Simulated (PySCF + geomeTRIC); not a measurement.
Calculation: BP86-D3(BJ)/def2-SVP run with PySCF + geomeTRIC. fastk is a local helper that only speeds up exchange builds. No frequencies were computed at this level.

```python
import json, numpy as np
from pyscf import gto, dft
from fastk import lowrank_exchange
atoms = """
C      1.107176    -0.428534    -0.016991
C      0.018038    -1.285411    -0.010318
C     -1.253156    -0.730451     0.009684
N     -1.477744     0.571963     0.022677
C     -0.434749     1.383756     0.016216
C      0.878825     0.938279    -0.003447
H      2.115065    -0.818639    -0.032458
H      0.151025    -2.356378    -0.020366
H     -2.136362    -1.356326     0.015638
H     -0.666373     2.441128     0.027377
H      1.698255     1.640612    -0.008013
"""
def scf(charge, spin, dm0=None):
    mol = gto.M(atom=atoms, basis='def2-svp', ecp={}, charge=charge, spin=spin, verbose=3, max_memory=15120)
    mf = dft.KS(mol, xc='bp86').density_fit(auxbasis="def2-universal-jkfit")
    mf.disp = 'd3bj'
    mf.grids.level = 3
    mf.conv_tol = 1e-8
    mf.max_cycle = 120
    mf.level_shift = 0.25
    mf.kernel(dm0)
    if not mf.converged:
        mf = mf.newton().run(mf.mo_coeff, mf.mo_occ).undo_soscf()
    return mf
mf = scf(0, 0)
from pyscf.geomopt.geometric_solver import kernel as optimize
path = []
done, mol = optimize(mf, maxsteps=120, assert_convergence=False, callback=lambda env: path.append((env["energy"], bool(env["g_scanner"].converged))))
res = dict(converged=bool(done and path[-1][1]), energy=path[-1][0], path=[e for e, c in path], xyz=mol.atom_coords(unit="Angstrom").tolist(), nao=mol.nao)
json.dump(res, open("result.json", "w"))
```

Output:

```
converged SCF energy = -248.113275306326
Geometry optimization cycle 1
converged SCF energy = -248.113275300402
cycle 1: E = -248.1132753  dE = -248.113  norm(grad) = 0.0451739
Geometry optimization cycle 2
converged SCF energy = -248.117411003539
cycle 2: E = -248.117411004  dE = -0.0041357  norm(grad) = 0.00742831
Geometry optimization cycle 3
converged SCF energy = -248.117414965282
cycle 3: E = -248.117414965  dE = -3.96174e-06  norm(grad) = 0.0082192
Geometry optimization cycle 4
converged SCF energy = -248.117479423899
cycle 4: E = -248.117479424  dE = -6.44586e-05  norm(grad) = 0.00278541
Geometry optimization cycle 5
converged SCF energy = -248.117480075259
cycle 5: E = -248.117480075  dE = -6.5136e-07  norm(grad) = 0.00187649
Geometry optimization cycle 6
converged SCF energy = -248.117487179657
cycle 6: E = -248.11748718  dE = -7.1044e-06  norm(grad) = 0.000491044
Geometry optimization cycle 7
converged SCF energy = -248.117487559042
cycle 7: E = -248.117487559  dE = -3.79385e-07  norm(grad) = 0.00021146
<class 'geometric.internal.Distance'> : 11
<class 'geometric.internal.Angle'> : 11
<class 'geometric.internal.OutOfPlane'> : 5
<class 'geometric.internal.Dihedral'> : 20
<class 'geometric.internal.TranslationX'> : 1
<class 'geometric.internal.TranslationY'> : 1
<class 'geometric.internal.TranslationZ'> : 1
<class 'geometric.internal.RotationA'> : 1
<class 'geometric.internal.RotationB'> : 1
<class 'geometric.internal.RotationC'> : 1
Step    0 : Gradient = 1.362e-02/2.522e-02 (rms/max) Energy = -248.1132753004
Step    1 : Displace = 3.486e-02/5.351e-02 (rms/max) Trust = 1.000e-01 (=) Grad = 2.240e-03/4.127e-03 (rms/max) E (change) = -248.1174110035 (-4.136e-03) Quality = 0.921
Step    2 : Displace = 6.748e-03/9.525e-03 (rms/max) Trust = 1.414e-01 (+) Grad = 2.478e-03/4.157e-03 (rms/max) E (change) = -248.1174149653 (-3.962e-06) Quality = 0.033
Step    3 : Displace = 3.135e-03/4.561e-03 (rms/max) Trust = 3.374e-03 (-) Grad = 8.398e-04/1.713e-03 (rms/max) E (change) = -248.1174794239 (-6.446e-05) Quality = 0.905
Step    4 : Displace = 2.649e-03/4.741e-03 (rms/max) Trust = 4.772e-03 (+) Grad = 5.658e-04/1.074e-03 (rms/max) E (change) = -248.1174800753 (-6.514e-07) Quality = 0.048
Step    5 : Displace = 1.358e-03/1.891e-03 (rms/max) Trust = 1.324e-03 (-) Grad = 1.481e-04/3.355e-04 (rms/max) E (change) = -248.1174871797 (-7.104e-06) Quality = 0.981
Step    6 : Displace = 4.394e-04/6.828e-04 (rms/max) Trust = 1.873e-03 (+) Grad = 6.376e-05/1.284e-04 (rms/max) E (change) = -248.1174875590 (-3.794e-07) Quality = 0.819
Converged! =D
```

Cost: very roughly 2.4 core-minutes.
